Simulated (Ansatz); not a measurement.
Basis-set extrapolation for C3H7FO (`CCC(O)F`) (PBE0-D4/def2-TZVP geometry, frozen core, the Gaussian-basis code of Ansatz). Multiplicity 1, RHF reference.

```
                      def2-TZVPP   def2-QZVPP
                 HF  -292.112037  -292.125404
    MP2 correlation    -1.010701    -1.087980
CCSD(T) correlation    -1.082414      not run
```

Energies in hartree. Use E(X) = E(∞) + A·exp(−7.88·√X) for Hartree–Fock and E(X) = E(∞) + B·X^(−2.97) for correlation, with X = 3 and 4, and add CCSD(T) minus MP2 of the smaller set to the MP2 limit.

Task: What is the CCSD(T) energy at the basis-set limit?

Result: HF limit: -292.125404 + (-0.013367) × 0.13774 = -292.12725. MP2 limit: -1.087980 + (-0.077279) × 0.74074 = -1.14522. Higher-order term: -1.082414 − (-1.010701) = -0.07171. Total: -293.34418 hartree, 94.0 kcal/mol below CCSD(T)/def2-TZVPP.
